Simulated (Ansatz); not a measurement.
Diamond

The numbers are results of RPBE (plane waves, PAW; Ansatz, an electronic-structure program), not measurements.

Run with plane-wave cutoff 520 eV, 16×16×16 k mesh, perturbation theory, scalar-relativistic PAW data made under PBE.

Cell (relaxed at this level):

C is modelled in the cubic space group Fd-3m, origin choice 1 (No. 227), the diamond structure, Pearson symbol cF8. Cell: a = 3.5887 Å, b = 3.5887 Å, c = 3.5887 Å, α = 90.00°, β = 90.00°, γ = 90.00°. C on 8a has 4 C at 1.554 Å (tetrahedral). (Neighbours: up to the widest gap in distance over summed covalent radii, below 1.35, at either atom.)
(The calculation used a cell of 2 atoms; values per cell refer to that cell.)

```
Quantity                               Result
----------------------------------  ---------
high-frequency dielectric constant       5.90
TO(Γ) frequency                     1278 cm⁻¹
```

Measured, for comparison: high-frequency dielectric constant 5.7 (300 K, not corrected to a static lattice, our sources range from 5.50 to 5.70; as tabulated in Skelton et al. (2020), arXiv:2005.00277); zone-centre TO phonon frequency 1333 cm⁻¹ (low temperature, zero-point motion not removed; as tabulated in Kunc et al. (2003), arXiv:cond-mat/0304692). Computed (rounded) less measured: high-frequency dielectric constant +4 % (+4 % to +7 % over the range), zone-centre TO phonon frequency -4 %.
